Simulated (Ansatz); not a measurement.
**BCl2Br (BBrCl₂): single points with varied inputs**

How do the results and run time of BCl2Br (BBrCl₂) respond when the settings are drawn wide?

Program: Ansatz 0.2.0, Gaussian basis. Level of theory: the settings change from run to run. These are calculated values, not measurements.

### Step 1. The relaxed structure

The geometry comes from an earlier relaxation with B3LYP-D4/def2-SVP; it is a stationary point.

4 atoms, charge 0, spin multiplicity 1.

Atoms are counted from 1 here; the program's logs count them from 0.

Bond lengths: B1–Cl2 1.749 Å, B1–Cl3 1.749 Å, B1–Br4 1.914 Å. Angles: Cl2–B1–Cl3 120.0°, Cl2–B1–Br4 120.0°, Cl3–B1–Br4 120.0°.

### Step 2. B2GP-PLYP/6-31G*

This run has charge -1, multiplicity 2.

File in.yaml:

```yaml
crystal:
  periodic: [false, false, false]
  atoms:
    - {symbol: B, position_ang: [0.021012, 0.035138, 0.000441]}
    - {symbol: Cl, position_ang: [1.769595, 0.008838, 0.023542]}
    - {symbol: Cl, position_ang: [-0.829457, 1.563347, -0.005840]}
    - {symbol: Br, position_ang: [-0.961160, -1.607333, -0.018134]}
basis:
  gaussian: {orbitals: "6-31G*"}
total_charge: -1
magnetization: {spin_polarized: true, initial_magnetization: 1}
hamiltonian: {xc: {name: B2GP-PLYP}}
scf: {omitted_lower_state_checks: [starts]}
```

Started as:

```console
> ansatz run in.yaml --threads 2 --pin off --events-out ev --progress --plain --max-ram 4352MiB
```

Standard output:

```text
Functional definition: B2GP-PLYP
  name "B2GP-PLYP"
  cite "Karton, Tarnopolsky, Lamère, Schatz & Martin, J. Phys. Chem. A 112, 12868 (2008) doi:10.1021/jp801805p"
  cite "Becke, Phys. Rev. A 38, 3098 (1988) doi:10.1103/PhysRevA.38.3098"
  cite "Lee, Yang & Parr, Phys. Rev. B 37, 785 (1988) doi:10.1103/PhysRevB.37.785"
  parameter a = 0.65
  parameter c = 0.36
  exchange = (1 - a)*b88_x + a*exact_x
  correlation = (1 - c)*lyp_c + c*(mp2_os + mp2_ss)
these checks for a lower state are left out or cut short: starts
803 factors; integrals over basis functions are off by at most 8.6e-4 eV
mean field evaluation 1: about -95727.7030 eV, gradient 1.1e1 eV
mean field evaluation 2: about -95727.7622 eV, gradient 1.1e1 eV
mean field evaluation 4: about -95728.6342 eV, gradient 1.4e0 eV
mean field evaluation 8: about -95728.6566 eV, gradient 7.4e-2 eV
mean field evaluation 16: about -95728.6567 eV, gradient 4.3e-5 eV
mean field -95728.65667408 eV, -3517.9632455585 hartree, gradient 3.0e-6 eV, S^2 0.758470; 0 other end points of the search recorded, 0 dependent functions left out
20 core orbitals not correlated: weight in the atoms' cores, before any rotation towards them, 1.000 or more for the frozen orbitals, at most 0.000 for the correlated occupied ones
reference -95728.65678199 eV, -3517.9632495240 hartree; 18, 17 occupied and 50, 51 virtual orbitals, 803 factors
second order -18.60977428 eV of doubles, -0.00000000 eV of singles
Total energy: -95735.35630073 eV, -3518.2094522967 hartree
Checks for a lower state left out: starts
```

It took 3.8 s on 2 threads of Arm Neoverse V1, shared host.

⟨S²⟩ 0.758.

### Step 3. PBE0/def2-TZVPP

This run has charge -1, multiplicity 2, coordinates scaled by 0.96, D4 dispersion.

File in.yaml:

```yaml
crystal:
  periodic: [false, false, false]
  atoms:
    - {symbol: B, position_ang: [0.020171, 0.033732, 0.000424]}
    - {symbol: Cl, position_ang: [1.698812, 0.008484, 0.022601]}
    - {symbol: Cl, position_ang: [-0.796278, 1.500813, -0.005606]}
    - {symbol: Br, position_ang: [-0.922714, -1.543040, -0.017408]}
basis:
  gaussian: {orbitals: def2-TZVPP}
total_charge: -1
magnetization: {spin_polarized: true, initial_magnetization: 1}
hamiltonian: {xc: {name: PBE0}, dispersion: d4}
scf: {omitted_lower_state_checks: [starts]}
output: {forces: true}
```

The command is unchanged.

Standard output (excerpt; [...] marks lines left out):

```text
Functional definition: PBE0
  name "PBE0"
  cite "Adamo & Barone, J. Chem. Phys. 110, 6158 (1999) doi:10.1063/1.478522"
  cite "Perdew, Burke & Ernzerhof, Phys. Rev. Lett. 77, 3865 (1996) doi:10.1103/PhysRevLett.77.3865"
  parent pbe
[...]
1232 factors; their error is unknown
[...]
mean field -95754.33827907 eV, -3518.9070271343 hartree, gradient 5.6e-6 eV, S^2 0.755066; 0 other end points of the search recorded, 0 dependent functions left out
[...]
reference -95754.33830466 eV, -3518.9070280747 hartree; 38, 37 occupied and 125, 126 virtual orbitals, 1232 factors
Total energy: -95754.47488735 eV, -3518.9120473958 hartree
Atom 0 at     0.020171     0.033732     0.000424 Å, force    -0.217433    -0.363782    -0.003421 eV/Å
Atom 1 at     1.698812     0.008484     0.022601 Å, force     3.726849    -0.089954     0.049007 eV/Å
Atom 2 at    -0.796278     1.500813    -0.005606 Å, force    -1.842554     3.241251    -0.013954 eV/Å
Atom 3 at    -0.922714    -1.543040    -0.017408 Å, force    -1.666861    -2.787515    -0.031632 eV/Å
Dipole moment:    -0.164210    -0.274602    -0.003125 e Å
Checks for a lower state left out: starts
```

Run time: 8.5 s. Hardware: 2 threads of Arm Neoverse V1, shared host; peak memory 0.6 GiB.

Largest force 3.728 eV/Å, ⟨S²⟩ 0.755.

### Step 4. r2SCAN50/aug-cc-pVDZ

This run has D3(BJ) with three-body dispersion.

File in.yaml:

```yaml
crystal:
  periodic: [false, false, false]
  atoms:
    - {symbol: B, position_ang: [0.021012, 0.035138, 0.000441]}
    - {symbol: Cl, position_ang: [1.769595, 0.008838, 0.023542]}
    - {symbol: Cl, position_ang: [-0.829457, 1.563347, -0.005840]}
    - {symbol: Br, position_ang: [-0.961160, -1.607333, -0.018134]}
basis:
  gaussian: {orbitals: aug-cc-pVDZ}
hamiltonian: {xc: {name: r2SCAN50}, dispersion: d3bjatm}
scf: {omitted_lower_state_checks: [starts]}
output: {forces: true}
```

Launched as before.

Standard output (excerpt; [...] marks lines left out):

```text
Functional definition: r2SCAN50
  name "r2SCAN50"
  cite "Bursch, Neugebauer, Ehlert & Grimme, J. Chem. Phys. 156, 134105 (2022) doi:10.1063/5.0086040"
  cite "Furness, Kaplan, Ning, Perdew & Sun, J. Phys. Chem. Lett. 11, 8208 (2020) doi:10.1021/acs.jpclett.0c02405"
  cite "Furness, Kaplan, Ning, Perdew & Sun, J. Phys. Chem. Lett. 11, 9248 (2020) doi:10.1021/acs.jpclett.0c03077"
  parent r2scan
[...]
1155 factors; integrals over basis functions are off by at most 5.0e-4 eV
[...]
mean field -95768.03560340 eV, -3519.4103945188 hartree, gradient 2.2e-5 eV, S^2 0.000000; 0 other end points of the search recorded, 0 dependent functions left out
[...]
reference -95768.03561949 eV, -3519.4103951103 hartree; 37, 37 occupied and 76, 76 virtual orbitals, 1155 factors
Total energy: -95768.08511352 eV, -3519.4122139823 hartree
Atom 0 at     0.021012     0.035138     0.000441 Å, force    -0.036740    -0.061492    -0.001121 eV/Å
Atom 1 at     1.769595     0.008838     0.023542 Å, force    -0.378728    -0.004029    -0.004902 eV/Å
Atom 2 at    -0.829457     1.563347    -0.005840 Å, force     0.175623    -0.335527     0.001365 eV/Å
Atom 3 at    -0.961160    -1.607333    -0.018134 Å, force     0.239845     0.401048     0.004657 eV/Å
Dipole moment:     0.000579     0.000971     0.000024 e Å
Checks for a lower state left out: starts
```

Run time: 8 s. Hardware: 2 threads of Arm Neoverse V1, shared host.

Largest force 0.467 eV/Å, dipole 0.01 D.

### Step 5. B3LYP/cc-pVDZ

Options: atoms shaken by 0.15 Å, D3(BJ) with three-body dispersion.

File in.yaml:

```yaml
crystal:
  periodic: [false, false, false]
  atoms:
    - {symbol: B, position_ang: [-0.090651, 0.037638, -0.037571]}
    - {symbol: Cl, position_ang: [1.676800, -0.144274, 0.036542]}
    - {symbol: Cl, position_ang: [-0.608339, 1.820480, -0.110414]}
    - {symbol: Br, position_ang: [-1.275126, -1.731061, -0.002159]}
basis:
  gaussian: {orbitals: cc-pVDZ}
hamiltonian: {xc: {name: B3LYP}, dispersion: d3bjatm}
scf: {omitted_lower_state_checks: [starts]}
```

The command is unchanged.

Standard output (excerpt; [...] marks lines left out):

```text
Functional definition: B3LYP
  name "B3LYP"
  cite "Stephens, Devlin, Chabalowski & Frisch, J. Phys. Chem. 98, 11623 (1994) doi:10.1021/j100096a001"
  cite "Becke, Phys. Rev. A 38, 3098 (1988) doi:10.1103/PhysRevA.38.3098"
  cite "Lee, Yang & Parr, Phys. Rev. B 37, 785 (1988) doi:10.1103/PhysRevB.37.785"
  cite "Vosko, Wilk & Nusair, Can. J. Phys. 58, 1200 (1980) doi:10.1139/p80-159"
[...]
837 factors; integrals over basis functions are off by at most 8.3e-4 eV
[...]
mean field -95771.53563290 eV, -3519.5390182305 hartree, gradient 3.2e-5 eV, S^2 0.000000; 0 other end points of the search recorded, 0 dependent functions left out
reference -95771.53585107 eV, -3519.5390262482 hartree; 37, 37 occupied and 40, 40 virtual orbitals, 837 factors
Total energy: -95771.77867227 eV, -3519.5479497627 hartree
Checks for a lower state left out: starts
```

It took 1.7 s on 2 threads of Arm Neoverse V1, shared host.

### Step 6. The runs in one table

| level | charge | multiplicity | geometry | functions | energy (eV) | time |
| --- | --- | --- | --- | --- | --- | --- |
| B2GP-PLYP/6-31G* | -1 | 2 | relaxed | 88 | -95735.356 | 3.8 s |
| PBE0/def2-TZVPP | -1 | 2 | scaled | 163 | -95754.475 | 8.5 s |
| r2SCAN50/aug-cc-pVDZ | 0 | 1 | relaxed | 113 | -95768.085 | 8 s |
| B3LYP/cc-pVDZ | 0 | 1 | shaken | 77 | -95771.779 | 1.7 s |

### Step 7. Results

| quantity | value |
| --- | --- |
| runs | 4 |
| quickest | B3LYP/cc-pVDZ, 1.7 s |
| slowest | PBE0/def2-TZVPP, 8.5 s |

The runs differ in state or geometry as well as level, so their energies can't be set against each other. PBE0/def2-TZVPP took 5 times as long as B3LYP/cc-pVDZ. The jobs differ in tasks and options as well as level. At the B3LYP-D4/def2-SVP geometry and in the same state, runs without warnings or point charges leave forces up to 0.47 eV/Å (r2SCAN50/aug-cc-pVDZ).
